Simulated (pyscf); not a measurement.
Structures and frequencies: ωB97X-D3(BJ)/def2-SVP in PySCF.

Question: HO–BH–OH + NH₃ → H₂N–B(OH)–OH + H₂
Surface: singlet. Broken: B–H, H–N. Formed: B–N, H–H. Give ΔE‡ and ΔE from ωB97M-D3(BJ)/def2-TZVP, relative to the separated reactants.

Answer: ΔE‡ = 143.4 kJ/mol, ΔE = -66.4 kJ/mol. Zero-point energy shifts the barrier by -5.8 kJ/mol. It is a four-centre exchange, with an imaginary mode of 1560i cm⁻¹. On the reactant side the descent ends in an adduct with a B–N contact (not fully relaxed), 14.9 kJ/mol under the separated species and 161.3 kJ/mol under the saddle at ωB97X-D3(BJ)/def2-TZVP. What is counted as formed (B–N) is already present as a longer contact in the reactant adduct; forming that adduct is a step of its own. At the saddle there is also a short B–H contact that neither side keeps. The same reactants have a lower exit, to H₂O + H₂N–BH–OH (barrier +108.6 kJ/mol at ωB97M-D3(BJ)/def2-TZVP, against +143.4 kJ/mol here). One saddle was located; it need not be the lowest between these sides.
